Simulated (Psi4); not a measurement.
**S2F2 (Thio-thionyl fluoride) at HF/3-21G**

What is the vertical ionisation energy of S2F2 (Thio-thionyl fluoride) at HF/3-21G? The job is set up through a Python script.

Program for the calculation: Psi4 1.11.

## (1) Starting point

S2F2: 4 atoms, total charge 0, spin state singlet. SMILES: `FS(F)=S`. The coordinates come from a PBE0-D4/def2-TZVP relaxation.

Bond lengths: F1–S2 1.606 Å, S2–F3 1.606 Å, S2–S4 1.859 Å. Angles: F1–S2–F3 92.0°, F1–S2–S4 107.9°, F3–S2–S4 107.9°.

## (2) The energy at HF/3-21G

The input, calc.py:

```python
import psi4

psi4.set_memory(1600000000)
psi4.set_num_threads(1)
psi4.set_output_file('run.log', False)

m = psi4.geometry("""
0 1
F      0.734930     0.336790     1.199050
S     -0.480890    -0.090070     0.240730
F      0.313460    -1.382440    -0.286190
S     -0.567510     1.135710    -1.153590
symmetry c1
""")

psi4.set_options(dict(basis='3-21G', reference='rhf', puream=True, e_convergence=1e-09, d_convergence=1e-08, scf_type='pk'))

result, w = psi4.energy("scf", molecule=m, return_wfn=True)
psi4.oeprop(w, "WIBERG_LOWDIN_INDICES", "DIPOLE", "MULLIKEN_CHARGES")
print('E =', round(result, 9))
```

Command:

```sh
python calc.py
```

run.log:

```text
[...]
  Running in c1 symmetry.
[...]
  Nuclear repulsion =  240.671041710624763
[...]
  Multiplicity = 1
[...]
  Nalpha       = 25
  Nbeta        = 25
[...]
    Number of basis functions: 44
[...]
   @RHF iter   1:  -988.61620157342895    9.09818e-02   1.05493e-02 ADIIS/DIIS
[...]
   @RHF iter  12:  -988.75627426666892   -4.43379e-12   6.23130e-09 DIIS
[...]
    Orbital Energies [Eh]
    ---------------------
    Doubly Occupied:
       1A    -91.585074     2A    -91.323117     3A    -26.232429
       4A    -26.231511     5A     -9.178930     6A     -8.932296
       7A     -6.852296     8A     -6.849467     9A     -6.846757
      10A     -6.608432    11A     -6.600926    12A     -6.600219
      13A     -1.702660    14A     -1.639872    15A     -1.187002
      16A     -0.915532    17A     -0.774770    18A     -0.771849
      19A     -0.738665    20A     -0.703440    21A     -0.666383
      22A     -0.642018    23A     -0.522390    24A     -0.420812
      25A     -0.399282
[...]
  @RHF Final Energy:  -988.75627426666892
   => Energetics <=
    Nuclear Repulsion Energy =            240.6710417106247633
    One-Electron Energy =               -1849.0023716504942968
    Two-Electron Energy =                 619.5750556732007226
    Total Energy =                       -988.7562742666689246
[...]
 Multipole Moments:
 ------------------------------------------------------------------------------------
     Multipole            Electronic (a.u.)      Nuclear  (a.u.)        Total (a.u.)
 ------------------------------------------------------------------------------------
 L = 1.  Multiply by 2.5417464519 to convert [e a0] to [Debye]
 Dipole X            :          0.6463110           -1.2613671           -0.6150561
 Dipole Y            :         -1.6259905            1.2580585           -0.3679320
 Dipole Z            :          1.6987696           -1.0982994            0.6004702
 Magnitude           :                                                    0.9350040
[...]
  Mulliken Charges: (a.u.)
   Center  Symbol    Alpha    Beta     Spin     Total
       1     F     4.71352  4.71352  0.00000 -0.42705
       2     S     7.42628  7.42628  0.00000  1.14745
       3     F     4.71352  4.71352  0.00000 -0.42705
       4     S     8.14668  8.14668  0.00000 -0.29336
   Total alpha = 25.00000, Total beta = 25.00000, Total charge =  0.00000
  Wiberg Bond Indices using Orthogonal Lowdin Orbitals:
[...]
```

On the terminal:

```text
E = -988.756274267
```

Wall time 2.7 s (1 thread of Intel Xeon at 2.70GHz, shared host); peak memory 0.18 GiB.

## (3) The doublet cation: energy and forces at UHF/3-21G

The input, run.py:

```python
import psi4

psi4.set_memory('1600 MB')
psi4.set_num_threads(1)
psi4.set_output_file('output.dat', False)

m = psi4.geometry("""
1 2
F
S 1 1.605866
F 2 1.605882 1 92.01851
S 2 1.858539 1 107.91931 3 -109.56975
symmetry c1
""")

psi4.set_options({
    'basis': '3-21G',
    'reference': 'uhf',
    'puream': True,
    'e_convergence': 1e-09,
    'd_convergence': 1e-08,
    'scf_type': 'pk',
    'maxiter': 100,
})

energy_value = psi4.gradient('scf')
print('gradient / Eh bohr^-1')
print(energy_value.np.round(6))
```

Command:

```sh
python run.py
```

output.dat:

```text
[...]
  Running in c1 symmetry.
[...]
  Nuclear repulsion =  240.671039639156533
[...]
  Multiplicity = 2
[...]
  Nalpha       = 25
  Nbeta        = 24
[...]
    Number of basis functions: 44
[...]
   @UHF iter   1:  -988.16196078101564    5.45223e-01   1.21127e-02 ADIIS/DIIS
[...]
   @UHF iter  19:  -988.40017245898537   -1.25056e-12   5.45614e-09 DIIS
[...]
   @S^2 Observed:                7.582682475E-01
[...]
    Orbital Energies [Eh]
    ---------------------
    Alpha Occupied:
       1A    -91.844236     2A    -91.670323     3A    -26.496732
       4A    -26.495811     5A     -9.440940     6A     -9.279690
       7A     -7.114472     8A     -7.110147     9A     -7.107499
      10A     -6.964551    11A     -6.950723    12A     -6.943260
      13A     -1.955722    14A     -1.890836    15A     -1.492156
      16A     -1.201330    17A     -1.019987    18A     -1.017403
      19A     -1.001913    20A     -0.949892    21A     -0.912020
      22A     -0.911632    23A     -0.809286    24A     -0.743508
      25A     -0.735099
    Alpha Virtual:
[...]
  @UHF Final Energy:  -988.40017245898537
   => Energetics <=
    Nuclear Repulsion Energy =            240.6710396391565325
    One-Electron Energy =               -1835.0866910380718764
    Two-Electron Energy =                 606.0154789399299489
    Total Energy =                       -988.4001724589853666
  UHF NO Occupations:
  HONO-2 :   23  A 1.9990687
  HONO-1 :   24  A 1.9975533
[...]
 Multipole Moments:
 ------------------------------------------------------------------------------------
     Multipole            Electronic (a.u.)      Nuclear  (a.u.)        Total (a.u.)
 ------------------------------------------------------------------------------------
 L = 1.  Multiply by 2.5417464519 to convert [e a0] to [Debye]
 Dipole X            :          0.8077022           -1.0023556           -0.1946533
 Dipole Y            :         -0.4730142            1.3217785            0.8487643
 Dipole Z            :         -0.4566493            1.2760114            0.8193621
 Magnitude           :                                                    1.1956777
[...]
  -Total Gradient:
     Atom            X                  Y                   Z
    ------   -----------------  -----------------  -----------------
       1        0.001991107631    -0.007593385704     0.017444678400
       2       -0.148542727629     0.039912040015     0.038517916591
       3        0.001990860471     0.017153580575    -0.008202494485
       4        0.144560759521    -0.049472234884    -0.047760100510
[...]
```

The script printed:

```text
gradient / Eh bohr^-1
[[ 0.001991 -0.007593  0.017445]
 [-0.148543  0.039912  0.038518]
 [ 0.001991  0.017154 -0.008202]
 [ 0.144561 -0.049472 -0.04776 ]]
```

Wall time 3.3 s (1 thread of Intel Xeon at 2.70GHz, shared host); peak memory 0.18 GiB.

## (4) Outcome

At HF/3-21G:

```
                                          quantity          value
                        singlet S2F2: total energy  -988.75627 Eh
                       singlet S2F2: dipole moment         2.38 D
                         singlet S2F2: HOMO energy      -10.87 eV
                         singlet S2F2: LUMO energy        1.54 eV
                       singlet S2F2: HOMO–LUMO gap       12.40 eV
                      doublet cation: total energy  -988.40017 Eh
doublet cation: HOMO energy (highest over α and β)      -19.11 eV
 doublet cation: LUMO energy (lowest over α and β)       -8.63 eV
                              doublet cation: ⟨S²⟩          0.758
          doublet cation: largest force on an atom     8.232 eV/Å
vertical ionisation energy (to the doublet cation)       9.690 eV
```

In words: The vertical ionisation energy comes to 9.69 eV (935 kJ/mol). −ε(HOMO) before ionisation, 10.87 eV, is 1.17 eV above this ionisation energy. Mulliken charges (singlet S2F2) run from -0.43 on F1 to +1.15 on S2; they depend strongly on the basis.
